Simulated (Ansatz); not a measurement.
Structure relaxation of Os

Computed with DFT PBEsol, scalar-relativistic, plane waves, PAW in Ansatz.

The start puts Os on the simple hexagonal structure type (P6/mmm, No. 191), at a guessed volume.

The final relaxation ran on this input, with the default PAW datasets:

```yaml
crystal:
  lattice:
    - [2.6772551831, 0.0, 0.0]
    - [-1.3386275916, 2.318571001, 0.0]
    - [0.0, 0.0, 2.4639603896]
  atoms:
    - { symbol: Os, position: [0.0, 0.0, 0.0] }
basis:
  ecutwfc: 420
kpoints:
  mp_grid: { grid: [24, 24, 22] }
hamiltonian:
  xc: pbesol
scf:
  occupations: { method: gaussian, width: 0.1 }
output:
  forces: true
  stress: true
  eigenvalues: true
relax:
  adjacent_minimum: "off"
  f_tol: 0.01
  max_steps: 80
  cell: { stress_tol: 0.05 }
```

It can be run as:

```bash
ansatz run input.yaml --threads 1 --pin off --backend cpu --events-out ev --progress --plain --runs-dir out  # memory cap (--max-ram) not shown
```

End of the output:

```
SCF converged after 5 iterations
Free energy (F): -11249.849877 eV
Harris-Foulkes:  -11249.849877 eV  (|F-HF|=1.82e-12)
Internal energy: -11249.843623 eV  (E = F + TS)
E sigma→0 (E₀):  -11249.846750 eV
Entropy (-TS):   -0.006255 eV (-6.255 meV/atom)
Fermi energy:    23.051314 eV
--- Per-component energies (eV) ---
  E_band       = -104.972708
  E_kinetic    = 562.782613
  E_local      = -920.929529  (includes V_loc(G=0)·N_el)
  E_nonlocal   = 2.142655
  E_hartree    = 373.185607
  E_xc         = -264.581361
  E_vxc        = -282.905360  (∫ρ·V_xc dr)
  E_paw        = -8880.196206  (= ΣΔE_a)
  E_vpaw       = -212.434190  (= ΣTr[D̂ρ^β])
  E_aug_tail   = -0.000068  (compensation charges beyond the density's cutoff)
  E_ewald      = -2122.495266
  E_core_change = 0.247933  (= ΣΔE_core)
  E_smearing   = -0.006255  (= −TS)
  E_closure    = 0.000000  (closes the sum)
  Σ components = -11249.849877   (vs F -11249.849877, Δ=0.00e0)
--- Forces (eV/Å), atoms counted from 1 ---
  atom   1  Os     0.00000000     0.00000000     0.00000000
  max |Σ_I F_I| component: 1.64e-32 eV/Å
--- Stress (GPa, compression-positive) ---
        0.002344       0.000000       0.000000
        0.000000       0.002344       0.000000
        0.000000       0.000000      -0.018199
  P = ⅓ Tr σ = -0.0045 GPa (-0.045 kbar)
--- Relaxed structure (7 steps of the walk, 6 accepted, 1 SCFs on fresh bases) ---
  F+E_penalty+E_count = -11249.84987734 eV   max|allowed force component| = 0.000e0 eV/Å   (the final SCF, on the basis selected at the relaxed cell)
  cell:  # Å, volume = 15.3129 Å³
    - [2.640142, 0.000000, 0.000000]
    - [-1.320071, 2.286430, 0.000000]
    - [0.000000, 0.000000, 2.536720]
  atoms:
    - { symbol: Os, position: [0.0, 0.0, 0.0] }
```

Total energies depend on the potentials used, so only differences within one code and one set of settings carry meaning.

The result has space group P6/mmm (No. 191). Around Os lie 8 Os at 2.54–2.64 Å.

It lies 1.21 eV/atom above the element's standard state at the same level.

The k mesh leaves about 4 meV/atom of noise in metals. Spin–orbit coupling is left out.

Symmetry constrained the relaxation, so the result can be a saddle point.